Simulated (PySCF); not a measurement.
**Which setting was changed?**

All runs: PySCF with density fitting, gas phase, non-relativistic, closed shells, each molecule at its own PBE0-D3(BJ)/def2-TZVP geometry. Shieldings use GIAOs. Starting from B97-2/pcSseg-2, one thing was changed at a time: the functional to KT3, the functional to PBE0, the functional to wB97X-D.

Changes against B97-2/pcSseg-2 in 4 molecules:

```csv
molecule,changed to,mean 1H shielding (ppm),HOMO energy (eV),mean 13C shielding (ppm)
O=C1CCCCC1,KT3,-0.10,+1.10,-1.0
O=C1CCCCC1,PBE0,-0.11,-0.28,0.0
O=C1CCCCC1,wB97X-D,+0.06,-2.17,+0.3
C[Si](F)(F)Cl,KT3,0.00,+1.03,-2.3
C[Si](F)(F)Cl,PBE0,-0.12,-0.27,+0.7
C[Si](F)(F)Cl,wB97X-D,-0.01,-2.16,+0.7
CC(=O)C=C(C)C,KT3,+0.01,+1.12,+3.1
CC(=O)C=C(C)C,PBE0,-0.12,-0.29,-1.1
CC(=O)C=C(C)C,wB97X-D,+0.02,-2.20,-1.6
CPC,KT3,-0.03,+0.80,-2.9
CPC,PBE0,-0.10,-0.23,+1.2
CPC,wB97X-D,+0.05,-2.09,+1.8
```

For `C=CC(=O)C(C)C` the B97-2/pcSseg-2 run gave mean 1H shielding 28.75 ppm, HOMO energy -6.92 eV, mean 13C shielding 89.7 ppm. The changed runs lost their labels:

```csv
run,mean 1H shielding (ppm),HOMO energy (eV),mean 13C shielding (ppm)
A,28.73,-9.13,88.2
B,28.80,-5.80,92.5
C,28.62,-7.22,88.7
```

Task: Which run belongs to which change?

Result: A: wB97X-D; B: KT3; C: PBE0.

```
run  change of mean 1H shielding (ppm), here / mean of the others  change of HOMO energy (eV), here / mean of the others  change of mean 13C shielding (ppm), here / mean of the others  next best match
  A                                                 -0.02 / +0.03                                          -2.21 / -2.15                                                    -1.5 / +0.3             PBE0
  B                                                 +0.05 / -0.03                                          +1.12 / +1.01                                                    +2.8 / -0.8             PBE0
  C                                                 -0.13 / -0.11                                          -0.30 / -0.27                                                    -1.0 / +0.2              KT3
```

Each run is given to the change whose mean effect on the other molecules lies nearest, every quantity measured in units of its scatter between molecules.

Task: Would one quantity have been enough? Give each run to the change with the nearest mean effect on that quantity alone.

Result: HOMO energy: 3 of 3 runs rightly; mean 1H shielding: 1 of 3 runs rightly; mean 13C shielding: 0 of 3 runs rightly.

Only sets that this rule tells apart clearly are shown.
